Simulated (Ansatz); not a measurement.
# SiC (P6₃mc, No. 186): equilibrium volume per atom by level of theory

No measured value is used here.

```tsv
level (code)	value (Å³/atom)
LDA (Ansatz)	…
PBE (Ansatz)	10.50
PBE-D3(BJ) (Ansatz)	10.28
r²SCAN+rVV10 (Ansatz)	10.30
```

Problem. Complete the blanks.

Solution. 
- LDA (Ansatz, a program for electronic structure), value (Å³/atom): 10.14

LDA, PBE, PBE-D3(BJ), r²SCAN+rVV10: the relaxation could not lower the start's symmetry, so the cell can be a saddle point above a distorted one. Cutoffs differ between the levels. Ansatz's density-functional and Hartree–Fock values are scalar-relativistic unless marked +SOC, with PAW data made under PBE.
